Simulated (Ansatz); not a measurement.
# AlPH+ (quintet): from Hartree-Fock to the top rungs, cc-pVTZ

One table from this session's results is given with a row withheld; the runs are named, their logs left out.

The runs use Ansatz 0.2.0, Gaussian basis; cc-pVTZ, core rule «outside noble gas», up to 10 orbitals frozen.

To be run: UHF; CCSD(T) on ROHF; CCSD(T) on UHF; BCCD(T) on ROHF; CCSDT(Q) on ROHF; CCSDT(Q) on UHF.

14 further runs of the same task are left out: 11 for a known fault of the program, 3 set aside as unsound or not needed.

## The geometry

The geometry is a PBE0/def2-TZVP stationary point (not a proven minimum) of the parent state, kept for this charge and spin.

3 atoms, charge 1, spin multiplicity 5.

Atoms are counted from 1 here; the program's logs count them from 0.

Bond lengths: Al1–P2 2.392 Å, P2–H3 1.430 Å. Angles: Al1–P2–H3 98.4°.

The first run:

in.yaml reads:

```yaml
crystal:
  periodic: [false, false, false]
  atoms:
    - {symbol: Al, position_ang: [0.000000, 0.034843, 1.300562]}
    - {symbol: P, position_ang: [0.000000, -0.073644, -1.088657]}
    - {symbol: H, position_ang: [0.000000, 1.330368, -1.360548]}
basis:
  gaussian: {orbitals: cc-pVTZ}
total_charge: 1
magnetization: {spin_polarized: true, initial_magnetization: 4}
hamiltonian: {xc: hf}
output: {orbitals: {seedname: orbitals}}
```

Launch:

```console
> ansatz run in.yaml --threads 1 --pin off --events-out ev --progress --plain --max-ram 2816MiB --backend cpu
```

Steps of the session up to this table: UHF; CCSD(T) on ROHF; CCSD(T) on UHF; BCCD(T) on ROHF; CCSDT(Q) on ROHF; CCSDT(Q) on UHF.

One table of the session follows, with a row left open; its other results are not shown here.

It belongs to the step «Misses and costs». 

```
   method  from UCCSDT(Q) (meV)
     ROHF               +4290.4
      UHF               +4175.3
     RMP2                     ?
     UMP2                +940.1
    RCCSD                +208.1
    UCCSD                +201.8
 RCCSD(T)                 +44.9
 UCCSD(T)                 +41.9
  BCCD(T)                 +44.0
   RCCSDT                 +11.0
   UCCSDT                  +7.1
RCCSDT(Q)                  +3.8
UCCSDT(Q)                     0
```

Estimate the missing values for RMP2.

As computed: from UCCSDT(Q) (meV): +923.2. In the column «from UCCSDT(Q) (meV)» it lies between RCCSD (+208.1) and UMP2 (+940.1).

Limits of these values: Restricted and unrestricted rows rest on different reference determinants; where their highest levels disagree by more than a few hundredths of an eV, they describe different states and don't form one ladder.
